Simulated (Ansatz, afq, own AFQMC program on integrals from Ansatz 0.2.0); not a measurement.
Where AFQMC and coupled cluster stand for SiN, doublet

```xyz
2

Si    0.0000    0.0000    0.0000
N     0.0000    0.0000    1.5638
```

Basis 6-31G. Noble-gas cores (and the filled d shells of Ga–Kr and In–Xe) are frozen. Integrals, coupled cluster, full CI and functionals: Ansatz 0.2.0; the random walks run on the same integrals in our own AFQMC program. The CISD trial takes its coefficients from CCSD amplitudes. Released means that phaseless walkers are propagated on without the constraint, phases kept. Uncertainties: one standard error, sampling alone.

Determinant: ROHF, the one that the program's search chose, which needn't be the lowest solution. The geometry is a point of a scan.

Full CI on the same integrals is exact in this basis and with this determinant's frozen core.

Cautions: a spin-contaminated unrestricted determinant lies lower (UHF 502 meV lower, ⟨S²⟩ 1.30); the search met a lower determinant of the same kind, perhaps of another symmetry (30 meV lower), and this one is a saddle point; strong correlation (T1 0.078, weight of the determinant 0.79, largest double 0.11); the released energies are still falling, so no released level is given (meV from the phaseless value at times in 1/Eh: -17 ± 4 at 0.24, -25 ± 4 at 0.51, -43 ± 3 at 0.99, -47 ± 4 at 1.62, -54 ± 5 at 2.40).

The T1 diagnostic is 0.0783. The weight of the determinant in the CISD state is 0.787. The size of the correlated space is 9 electrons in 16 orbitals.

Reference: full CI, correlation energy -5.241 eV. The cautions show a poor starting determinant, so the rows tell how each method copes with it here, and full CI is the sure value.

```csv
level,E − E(reference) (kJ/mol),share of correlation (%)
HF,505.7,0.00
MP2,67.2,86.71
CCSD,30.9,93.89
CCSD(T),7.0,98.61
CCSDT,4.7,99.06
CCSDT(Q),0.1,99.97
CCSDTQ,0.8,99.85
ph-AFQMC/HF,18.8 ± 2.3,96.28
ph-AFQMC/CISD,6.9 ± 0.4,98.64
```

CCSDT and higher add their correlation energy to the determinant of the CCSD(T) run, since their own runs factorise the integrals more tightly (a shift of under 2 meV). A walk keeps the symmetry of its determinant, which the program's search chose and which needn't be the lowest solution, so a lower state of the same spin and another symmetry isn't excluded.
